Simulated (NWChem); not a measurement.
# Total energies of difluoromethane (CH2F2)

```
C
F 1 1.3440
F 1 1.3440 2 109.24
H 1 1.1045 2 108.98 3 -118.98
H 1 1.1045 4 111.63 2 120.43
```
Charge 0, spin multiplicity 1.

Everything below was run with NWChem. Structure: optimised with PBE0/def2-SVP, a minimum by its harmonic frequencies.

Basis set: def2-TZVP (105 functions).

```tsv
method	total energy (Ha)	relative cost
RHF	-238.00775	1
MP2	-238.67097	under 3
B2PLYP	-238.94883	under 3
PBE	-238.85066	under 3
B3LYP	-239.09504	under 3
BHandHLYP	-238.99425	under 3
```

Total energies of different functionals aren't comparable as a measure of quality: only differences taken within one method are. Relative cost: rough, from shared machines, SCF included, RHF = 1.

The correlated methods keep 3 core orbitals frozen. B3LYP has NWChem's definition, with VWN1-RPA local correlation.
